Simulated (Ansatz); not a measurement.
Relaxing Bi

The calculation used DFT PBEsol, scalar-relativistic, plane waves, PAW in Ansatz. Cutoff 420 eV, Γ-centred k mesh, Gaussian smearing, no spin polarisation in the final step.

The start puts Bi on the dhcp structure type (P6_3/mmc, No. 194), at a guessed volume.

```xyz
4
Lattice="3.7468 0.0000 0.0000 -1.8734 3.2448 0.0000 0.0000 0.0000 12.0841" Properties=species:S:1:pos:R:3 pbc="T T T"
Bi    0.0000    0.0000    0.0000
Bi    0.0000    0.0000    6.0421
Bi    0.0000    2.1632    9.0631
Bi    1.8734    1.0816    3.0210
```

Cell and atoms relax at zero pressure; the relaxation can't lower the symmetry of the start. After a coarse first stage the cell is made exact in the group found at 0.06 Å.

Energies count from the standard state of Bi at the same level.

(1) What does it relax into?

(2) What are its volume, energy, density and gap?

## Answers

(1) It keeps P6_3/mmc (No. 194). The result has the dhcp structure. Conventional cell: a = 3.466 Å, c = 11.562 Å. Around Bi on Wyckoff site a (2 atoms of the primitive cell) lie 12 Bi at 3.47–3.52 Å; Bi on Wyckoff site d (2 atoms of the primitive cell) has 12 Bi at 3.47–3.52 Å.

```xyz
4
Lattice="3.4656 0.0000 0.0000 -1.7328 3.0013 0.0000 0.0000 0.0000 11.5625" Properties=species:S:1:pos:R:3 pbc="T T T"
Bi    0.0000    0.0000    0.0000
Bi    0.0000    0.0000    5.7812
Bi    0.0000    2.0009    8.6719
Bi    1.7328    1.0004    2.8906
```

(2) The volume per atom is 30.07 Å³, the density is 11.54 g/cm³ and the energy over the standard structure is 0.11 eV/atom. The gap on the 15×15×4 mesh is 0 eV (a metal).

The final run used a 15×15×4 mesh on its 4-atom cell and 0.10 eV smearing. The k mesh leaves about 4 meV/atom of noise in metals. Spin–orbit coupling is left out. A structure relaxed within its symmetry needn't be a true minimum. The steps took about 60 core-seconds in all.